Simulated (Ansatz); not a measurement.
Molecular dynamics of CH₆BF

Input:

```yaml
crystal:
  periodic: [false, false, false]
  atoms:
    - { symbol: B, position_ang: [0.035468, 0.331521, -0.042994] }
    - { symbol: F, position_ang: [0.08407, -0.032643, 1.611683] }
    - { symbol: C, position_ang: [1.397998, -0.017665, -0.742368] }
    - { symbol: H, position_ang: [1.520879, -1.120631, -0.801287] }
    - { symbol: H, position_ang: [1.387553, 0.349429, -1.791173] }
    - { symbol: H, position_ang: [2.292256, 0.403612, -0.24227] }
    - { symbol: H, position_ang: [-1.045206, -0.037593, -0.455785] }
    - { symbol: H, position_ang: [-0.063136, 1.608039, 0.315685] }
    - { symbol: H, position_ang: [-0.015884, 1.041329, 1.251912] }
basis:
  gaussian: { orbitals: def2-SVP }
hamiltonian:
  xc: pbe
md:
  timestep: 0.5
  n_steps: 200
  ensemble: nve
  temperature: 100.0
  initial_velocities: maxwell_boltzmann
  seed: 8131
```

Launched with:

```bash
$ ansatz run input.yaml --threads 1 --pin off --max-ram 2048MiB --backend cpu --events-out ev --progress --plain --runs-dir out
```

It starts at the highest image of a converged band, a first-order saddle point between two minima.

Output, in part (one step line in 3, the closing report, with atoms numbered from 0):

```
md step     0: t =     0.00 fs  T =   100.0 K  F+E_penalty+E_count = -4518.11481676 eV  E_kin = 0.090482 eV  conserved = -4518.02433476 eV  (25 SCF iters)
md step     3: t =     1.50 fs  T =    84.3 K  F+E_penalty+E_count = -4518.10051176 eV  E_kin = 0.076290 eV  conserved = -4518.02422202 eV  (30 SCF iters)
md step     6: t =     3.00 fs  T =    54.1 K  F+E_penalty+E_count = -4518.07290156 eV  E_kin = 0.048906 eV  conserved = -4518.02399537 eV  (31 SCF iters)
md step     9: t =     4.50 fs  T =    40.7 K  F+E_penalty+E_count = -4518.06080643 eV  E_kin = 0.036853 eV  conserved = -4518.02395378 eV  (31 SCF iters)
md step    12: t =     6.00 fs  T =    50.8 K  F+E_penalty+E_count = -4518.07006860 eV  E_kin = 0.045957 eV  conserved = -4518.02411163 eV  (30 SCF iters)
md step    15: t =     7.50 fs  T =    62.9 K  F+E_penalty+E_count = -4518.08109625 eV  E_kin = 0.056874 eV  conserved = -4518.02422221 eV  (30 SCF iters)
md step    18: t =     9.00 fs  T =    60.6 K  F+E_penalty+E_count = -4518.07898009 eV  E_kin = 0.054807 eV  conserved = -4518.02417300 eV  (30 SCF iters)
md step    21: t =    10.50 fs  T =    49.8 K  F+E_penalty+E_count = -4518.06912396 eV  E_kin = 0.045067 eV  conserved = -4518.02405735 eV  (29 SCF iters)
md step    24: t =    12.00 fs  T =    46.9 K  F+E_penalty+E_count = -4518.06644571 eV  E_kin = 0.042453 eV  conserved = -4518.02399226 eV  (31 SCF iters)
md step    27: t =    13.50 fs  T =    61.5 K  F+E_penalty+E_count = -4518.07970330 eV  E_kin = 0.055678 eV  conserved = -4518.02402498 eV  (31 SCF iters)
md step    30: t =    15.00 fs  T =    88.7 K  F+E_penalty+E_count = -4518.10445087 eV  E_kin = 0.080286 eV  conserved = -4518.02416531 eV  (30 SCF iters)
md step    33: t =    16.50 fs  T =   109.4 K  F+E_penalty+E_count = -4518.12329722 eV  E_kin = 0.098965 eV  conserved = -4518.02433202 eV  (30 SCF iters)
md step    36: t =    18.00 fs  T =   107.7 K  F+E_penalty+E_count = -4518.12167753 eV  E_kin = 0.097482 eV  conserved = -4518.02419600 eV  (30 SCF iters)
md step    39: t =    19.50 fs  T =   108.0 K  F+E_penalty+E_count = -4518.12174461 eV  E_kin = 0.097724 eV  conserved = -4518.02402028 eV  (29 SCF iters)
md step    42: t =    21.00 fs  T =   130.4 K  F+E_penalty+E_count = -4518.14232758 eV  E_kin = 0.117996 eV  conserved = -4518.02433128 eV  (30 SCF iters)
md step    45: t =    22.50 fs  T =   141.7 K  F+E_penalty+E_count = -4518.15250625 eV  E_kin = 0.128246 eV  conserved = -4518.02426024 eV  (29 SCF iters)
md step    48: t =    24.00 fs  T =   147.5 K  F+E_penalty+E_count = -4518.15751553 eV  E_kin = 0.133466 eV  conserved = -4518.02404971 eV  (30 SCF iters)
md step    51: t =    25.50 fs  T =   173.2 K  F+E_penalty+E_count = -4518.18090520 eV  E_kin = 0.156697 eV  conserved = -4518.02420863 eV  (28 SCF iters)
md step    54: t =    27.00 fs  T =   195.0 K  F+E_penalty+E_count = -4518.20102831 eV  E_kin = 0.176445 eV  conserved = -4518.02458328 eV  (28 SCF iters)
md step    57: t =    28.50 fs  T =   171.4 K  F+E_penalty+E_count = -4518.17923079 eV  E_kin = 0.155052 eV  conserved = -4518.02417872 eV  (28 SCF iters)
md step    60: t =    30.00 fs  T =   164.1 K  F+E_penalty+E_count = -4518.17221988 eV  E_kin = 0.148488 eV  conserved = -4518.02373208 eV  (28 SCF iters)
md step    63: t =    31.50 fs  T =   214.4 K  F+E_penalty+E_count = -4518.21874766 eV  E_kin = 0.193998 eV  conserved = -4518.02474991 eV  (28 SCF iters)
md step    66: t =    33.00 fs  T =   211.4 K  F+E_penalty+E_count = -4518.21572811 eV  E_kin = 0.191288 eV  conserved = -4518.02444012 eV  (28 SCF iters)
md step    69: t =    34.50 fs  T =   182.8 K  F+E_penalty+E_count = -4518.18927787 eV  E_kin = 0.165371 eV  conserved = -4518.02390725 eV  (27 SCF iters)
md step    72: t =    36.00 fs  T =   195.8 K  F+E_penalty+E_count = -4518.20161076 eV  E_kin = 0.177206 eV  conserved = -4518.02440429 eV  (26 SCF iters)
md step    75: t =    37.50 fs  T =   197.8 K  F+E_penalty+E_count = -4518.20335396 eV  E_kin = 0.178982 eV  conserved = -4518.02437204 eV  (28 SCF iters)
md step    78: t =    39.00 fs  T =   197.8 K  F+E_penalty+E_count = -4518.20307389 eV  E_kin = 0.178994 eV  conserved = -4518.02408010 eV  (28 SCF iters)
md step    81: t =    40.50 fs  T =   211.1 K  F+E_penalty+E_count = -4518.21590229 eV  E_kin = 0.191033 eV  conserved = -4518.02486968 eV  (28 SCF iters)
md step    84: t =    42.00 fs  T =   162.3 K  F+E_penalty+E_count = -4518.17082752 eV  E_kin = 0.146883 eV  conserved = -4518.02394408 eV  (29 SCF iters)
md step    87: t =    43.50 fs  T =   151.3 K  F+E_penalty+E_count = -4518.16069757 eV  E_kin = 0.136874 eV  conserved = -4518.02382362 eV  (28 SCF iters)
md step    90: t =    45.00 fs  T =   192.4 K  F+E_penalty+E_count = -4518.19888689 eV  E_kin = 0.174056 eV  conserved = -4518.02483076 eV  (28 SCF iters)
md step    93: t =    46.50 fs  T =   174.5 K  F+E_penalty+E_count = -4518.18210811 eV  E_kin = 0.157899 eV  conserved = -4518.02420951 eV  (28 SCF iters)
md step    96: t =    48.00 fs  T =   162.4 K  F+E_penalty+E_count = -4518.17119489 eV  E_kin = 0.146981 eV  conserved = -4518.02421413 eV  (28 SCF iters)
md step    99: t =    49.50 fs  T =   163.6 K  F+E_penalty+E_count = -4518.17262518 eV  E_kin = 0.148057 eV  conserved = -4518.02456830 eV  (27 SCF iters)
md step   102: t =    51.00 fs  T =   139.6 K  F+E_penalty+E_count = -4518.15021693 eV  E_kin = 0.126352 eV  conserved = -4518.02386535 eV  (28 SCF iters)
md step   105: t =    52.50 fs  T =   162.2 K  F+E_penalty+E_count = -4518.17115248 eV  E_kin = 0.146761 eV  conserved = -4518.02439119 eV  (28 SCF iters)
md step   108: t =    54.00 fs  T =   166.0 K  F+E_penalty+E_count = -4518.17504710 eV  E_kin = 0.150156 eV  conserved = -4518.02489091 eV  (26 SCF iters)
md step   111: t =    55.50 fs  T =   111.1 K  F+E_penalty+E_count = -4518.12414121 eV  E_kin = 0.100549 eV  conserved = -4518.02359246 eV  (28 SCF iters)
md step   114: t =    57.00 fs  T =   128.3 K  F+E_penalty+E_count = -4518.14058922 eV  E_kin = 0.116062 eV  conserved = -4518.02452740 eV  (27 SCF iters)
md step   117: t =    58.50 fs  T =   133.3 K  F+E_penalty+E_count = -4518.14510026 eV  E_kin = 0.120592 eV  conserved = -4518.02450872 eV  (28 SCF iters)
md step   120: t =    60.00 fs  T =   108.2 K  F+E_penalty+E_count = -4518.12183523 eV  E_kin = 0.097880 eV  conserved = -4518.02395498 eV  (28 SCF iters)
md step   123: t =    61.50 fs  T =   115.9 K  F+E_penalty+E_count = -4518.12940756 eV  E_kin = 0.104875 eV  conserved = -4518.02453241 eV  (27 SCF iters)
md step   126: t =    63.00 fs  T =    96.8 K  F+E_penalty+E_count = -4518.11192105 eV  E_kin = 0.087569 eV  conserved = -4518.02435243 eV  (27 SCF iters)
md step   129: t =    64.50 fs  T =    86.4 K  F+E_penalty+E_count = -4518.10195196 eV  E_kin = 0.078143 eV  conserved = -4518.02380887 eV  (24 SCF iters)
md step   132: t =    66.00 fs  T =   125.7 K  F+E_penalty+E_count = -4518.13874658 eV  E_kin = 0.113732 eV  conserved = -4518.02501441 eV  (27 SCF iters)
md step   135: t =    67.50 fs  T =    92.6 K  F+E_penalty+E_count = -4518.10784356 eV  E_kin = 0.083748 eV  conserved = -4518.02409518 eV  (29 SCF iters)
md step   138: t =    69.00 fs  T =    76.2 K  F+E_penalty+E_count = -4518.09281558 eV  E_kin = 0.068978 eV  conserved = -4518.02383735 eV  (29 SCF iters)
md step   141: t =    70.50 fs  T =   109.7 K  F+E_penalty+E_count = -4518.12404462 eV  E_kin = 0.099267 eV  conserved = -4518.02477800 eV  (28 SCF iters)
md step   144: t =    72.00 fs  T =    94.5 K  F+E_penalty+E_count = -4518.10956051 eV  E_kin = 0.085471 eV  conserved = -4518.02408949 eV  (26 SCF iters)
md step   147: t =    73.50 fs  T =    99.4 K  F+E_penalty+E_count = -4518.11422310 eV  E_kin = 0.089900 eV  conserved = -4518.02432276 eV  (26 SCF iters)
md step   150: t =    75.00 fs  T =   104.3 K  F+E_penalty+E_count = -4518.11907252 eV  E_kin = 0.094377 eV  conserved = -4518.02469567 eV  (27 SCF iters)
md step   153: t =    76.50 fs  T =    68.2 K  F+E_penalty+E_count = -4518.08543654 eV  E_kin = 0.061680 eV  conserved = -4518.02375631 eV  (29 SCF iters)
md step   156: t =    78.00 fs  T =    92.4 K  F+E_penalty+E_count = -4518.10790317 eV  E_kin = 0.083594 eV  conserved = -4518.02430877 eV  (27 SCF iters)
md step   159: t =    79.50 fs  T =   111.6 K  F+E_penalty+E_count = -4518.12588440 eV  E_kin = 0.100975 eV  conserved = -4518.02490922 eV  (28 SCF iters)
md step   162: t =    81.00 fs  T =    72.1 K  F+E_penalty+E_count = -4518.08885918 eV  E_kin = 0.065193 eV  conserved = -4518.02366610 eV  (28 SCF iters)
md step   165: t =    82.50 fs  T =    92.5 K  F+E_penalty+E_count = -4518.10835567 eV  E_kin = 0.083729 eV  conserved = -4518.02462693 eV  (28 SCF iters)
md step   168: t =    84.00 fs  T =    89.0 K  F+E_penalty+E_count = -4518.10494996 eV  E_kin = 0.080541 eV  conserved = -4518.02440884 eV  (28 SCF iters)
md step   171: t =    85.50 fs  T =    68.8 K  F+E_penalty+E_count = -4518.08611812 eV  E_kin = 0.062249 eV  conserved = -4518.02386868 eV  (28 SCF iters)
md step   174: t =    87.00 fs  T =    92.6 K  F+E_penalty+E_count = -4518.10842179 eV  E_kin = 0.083778 eV  conserved = -4518.02464386 eV  (28 SCF iters)
md step   177: t =    88.50 fs  T =    74.9 K  F+E_penalty+E_count = -4518.09219337 eV  E_kin = 0.067759 eV  conserved = -4518.02443410 eV  (27 SCF iters)
md step   180: t =    90.00 fs  T =    52.6 K  F+E_penalty+E_count = -4518.07130427 eV  E_kin = 0.047565 eV  conserved = -4518.02373975 eV  (27 SCF iters)
md step   183: t =    91.50 fs  T =    87.3 K  F+E_penalty+E_count = -4518.10391403 eV  E_kin = 0.079005 eV  conserved = -4518.02490932 eV  (28 SCF iters)
md step   186: t =    93.00 fs  T =    63.6 K  F+E_penalty+E_count = -4518.08161319 eV  E_kin = 0.057506 eV  conserved = -4518.02410750 eV  (28 SCF iters)
md step   189: t =    94.50 fs  T =    57.0 K  F+E_penalty+E_count = -4518.07549902 eV  E_kin = 0.051573 eV  conserved = -4518.02392564 eV  (28 SCF iters)
md step   192: t =    96.00 fs  T =    89.6 K  F+E_penalty+E_count = -4518.10586644 eV  E_kin = 0.081064 eV  conserved = -4518.02480282 eV  (27 SCF iters)
md step   195: t =    97.50 fs  T =    70.2 K  F+E_penalty+E_count = -4518.08750001 eV  E_kin = 0.063486 eV  conserved = -4518.02401402 eV  (27 SCF iters)
md step   198: t =    99.00 fs  T =    80.3 K  F+E_penalty+E_count = -4518.09684454 eV  E_kin = 0.072638 eV  conserved = -4518.02420640 eV  (27 SCF iters)
md step   200: t =   100.00 fs  T =   103.1 K  F+E_penalty+E_count = -4518.11812497 eV  E_kin = 0.093274 eV  conserved = -4518.02485118 eV  (25 SCF iters)
Total energy: -4518.11815535 eV, -166.0377797186 hartree
Atom 0 at     0.023685     0.525260    -0.552653 Å, force    -0.970351    -0.302245     0.121000 eV/Å
Atom 1 at     0.067513    -0.118325     1.987074 Å, force    -0.008841    -0.075117    -0.168370 eV/Å
Atom 2 at     1.429022    -0.029201    -0.844521 Å, force     0.449593    -0.097734    -0.107843 eV/Å
Atom 3 at     1.558442    -1.122490    -0.729294 Å, force    -0.080090    -0.043128     0.086527 eV/Å
Atom 4 at     1.553259     0.138978    -1.943580 Å, force     0.048887     0.108441    -0.046031 eV/Å
Atom 5 at     2.252836     0.513169    -0.335330 Å, force    -0.012176    -0.085468    -0.100543 eV/Å
Atom 6 at    -1.029332    -0.099666    -0.820463 Å, force     0.645162     0.323907     0.134217 eV/Å
Atom 7 at    -0.105324     1.689834    -0.185634 Å, force    -0.041741    -0.031296     0.102890 eV/Å
Atom 8 at    -0.084671     0.799017     1.899068 Å, force    -0.030442     0.202639    -0.021847 eV/Å
Dipole moment:     0.113205     0.235953     0.002489 e Å
```

The run went to its last step. The conserved energy stayed within 0.083 meV per atom of its start (net change -0.057 meV per atom), so the integration is sound. A run of 0.1 ps of so small a system gives no equilibrium averages. The orbitals stay closed-shell, which can raise the energy where a bond breaks towards radicals; this wasn't checked here.

Between its relaxed ends the band would form B1–H8, F2–H9 and break B1–F2, H8–H9. These pairs go: B1–H8 1.33 → 1.23 Å, F2–H9 1.14 → 0.93 Å, B1–F2 1.69 → 2.62 Å, H8–H9 1.10 → 2.27 Å. In the last frame they stand as after the step (other bonds may differ from the relaxed reactants and products). It ends as CH5B + FH. Pairs count as bonded within 1.25 times the sum of covalent radii (0.12 Å more for H–H).

Last frame:

```xyz
9
Properties=species:S:1:pos:R:3
B 0.024 0.525 -0.553
F 0.068 -0.118 1.987
C 1.429 -0.029 -0.845
H 1.558 -1.123 -0.729
H 1.553 0.139 -1.944
H 2.253 0.513 -0.335
H -1.029 -0.100 -0.821
H -0.105 1.690 -0.186
H -0.085 0.799 1.899
```

Time of the run: 5.1 min on 1 thread of Arm Neoverse V1, on a shared host, peak memory 0.11 GiB.
